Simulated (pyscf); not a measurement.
PySCF, gas phase, ωB97X-D3(BJ)/def2-SVP geometries.

SMILES: C1(C2C(C2)C=C1)C=O
```xyz
16

O     -0.0868    -0.8349     2.7775
C     -1.0355    -0.3696     2.2024
C     -1.1116    -0.1382     0.7030
C     -1.4596     1.3118     0.3961
C     -0.4667     1.9248    -0.2609
C      0.6510     0.9840    -0.5753
C      0.2750    -0.1647    -1.4842
C      0.2233    -0.3518     0.0019
H     -1.9570    -0.0693     2.7666
H     -1.9020    -0.8177     0.3270
H     -2.4130     1.7674     0.6773
H     -0.4771     2.9722    -0.5745
H      1.6887     1.3284    -0.5472
H     -0.6644    -0.0823    -2.0412
H      1.0849    -0.6703    -2.0181
H      0.9458    -1.0088     0.4909
```
Charge 0, spin multiplicity 1.

Q: How much does it cost (ΔH, 298 K, ωB97M-D3(BJ)/def2-TZVP) to split C₇H₈O (SMILES O=CC1C=CC2CC12) at its C–C bond into •HC=O + cyclic C₆H₇ (SMILES [CH]1C=CC2CC12) [doublet]?

A: C–C to •HC=O + cyclic C₆H₇ (SMILES [CH]1C=CC2CC12) [doublet]: 65.8 kcal/mol. The 7 functionals that were run give +58.2 (r²SCAN) to +67.7 kcal/mol (M06-2X). The radicals are drawn with the spin at the cut bond; how far it spreads was not checked. cyclic C₇H₈O (SMILES O=CC1C=CC2CC12) lies 17.4 kcal/mol over its isomer cyclic C₇H₈O (SMILES O=CC1=CCC=CC1), and others may lie lower still (electronic energy, ωB97M-D3(BJ)). cyclic C₆H₇ (SMILES [CH]1C=CC2CC12) [doublet] lies 19.2 kcal/mol over its isomer cyclic C₆H₇ (SMILES [CH]1C=CC=CC1) [doublet], and others may lie lower still (electronic energy, ωB97M-D3(BJ)).
